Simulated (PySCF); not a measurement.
One ligand Y is varied and pulled off as a radical: Cd(NH2)1–Y. Gas-phase values, no solvent. One relaxed conformer stands for each flexible species; it need not be the lowest. Multiplicities are imposed; where one is given, others were not computed. Strings in code marks are SMILES.

Quantity: electronic energy of homolysis of the metal–ligand bond (relaxed doublet parts, no counterpoise, zero-point or spin–orbit term), in kcal/mol.

Case: OH: [Cd(NH2)(OH)]. The other species in the difference include [Cd(NH2)] (neutral, multiplicity 2). Geometry of [Cd(NH2)(OH)] (neutral, multiplicity 1, Å):

```xyz
6

Cd     0.2607    -0.1088     0.2895
N     -0.1223    -1.8439    -0.6716
H     -0.8863    -2.3511    -0.2004
H      0.6930    -2.4723    -0.6112
O      0.6198     1.6400     1.1535
H      0.4999     2.3480     0.4907
```

### Question
Predict the electronic energy of homolysis of the metal–ligand bond (relaxed doublet parts, no counterpoise, zero-point or spin–orbit term) from B3LYP/6-311+G** (LANL2DZ on Cd) // PBE-D3(BJ)/def2-SVP (PySCF).

### Answer
73.3 kcal/mol.
